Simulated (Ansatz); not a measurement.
This geometry of C$_{4}$H$_{7}$NO (13 atoms, charge 0, multiplicity 1) is a first-order saddle point.

Theory: RKS BHLYP/cc-pVDZ in Ansatz.

```xyz
13
Properties=species:S:1:pos:R:3
C -0.468 -1.116 0.921
C 0.273 -0.160 -0.007
O 1.633 -0.485 0.062
C -0.314 0.041 -1.391
N -0.643 1.268 -1.303
C -0.094 1.356 0.075
H 0.256 -1.794 1.376
H -1.204 -1.718 0.382
H -0.991 -0.585 1.720
H 2.119 0.089 -0.530
H -0.468 -0.612 -2.252
H -0.841 1.651 0.817
H 0.764 2.031 0.143
```

Q: Which two structures does it join? (They come from a converged band through this point; their orientation in space is the band's.)

A: No bond is made or broken. The dihedral H8–C1–C2–O3 goes from 180 to -59°. The two ends are copies of one structure, up to a mirror image or an exchange of like atoms.

First end point:

```xyz
13
Properties=species:S:1:pos:R:3
C -0.451 -1.059 0.967
C 0.297 -0.103 0.070
O 1.638 -0.137 0.466
C 0.000 -0.196 -1.415
N -0.571 0.931 -1.579
C -0.356 1.294 -0.155
H -0.036 -2.065 0.869
H -1.514 -1.087 0.718
H -0.338 -0.746 2.009
H 2.144 0.445 -0.101
H 0.165 -0.957 -2.180
H -1.285 1.506 0.383
H 0.327 2.139 -0.037
```

Last end point:

```xyz
13
Properties=species:S:1:pos:R:3
C -0.473 -1.121 0.882
C 0.271 -0.175 -0.028
O 1.613 -0.567 -0.016
C -0.367 0.109 -1.375
N -0.658 1.338 -1.208
C -0.043 1.343 0.144
H -0.052 -1.065 1.890
H -0.362 -2.148 0.525
H -1.536 -0.874 0.926
H 2.108 0.005 -0.602
H -0.577 -0.492 -2.261
H -0.742 1.625 0.937
H 0.840 1.986 0.201
```

Q: How far does it lie above each of them?

A: 0.153 eV above the first and 0.153 eV above the second. This is the barrier of this one path; another mechanism may lie lower.

Run time: 100 s on 2 threads of AMD EPYC 9B14 (Zen 4) (shared host), peak memory 0.3 GiB.
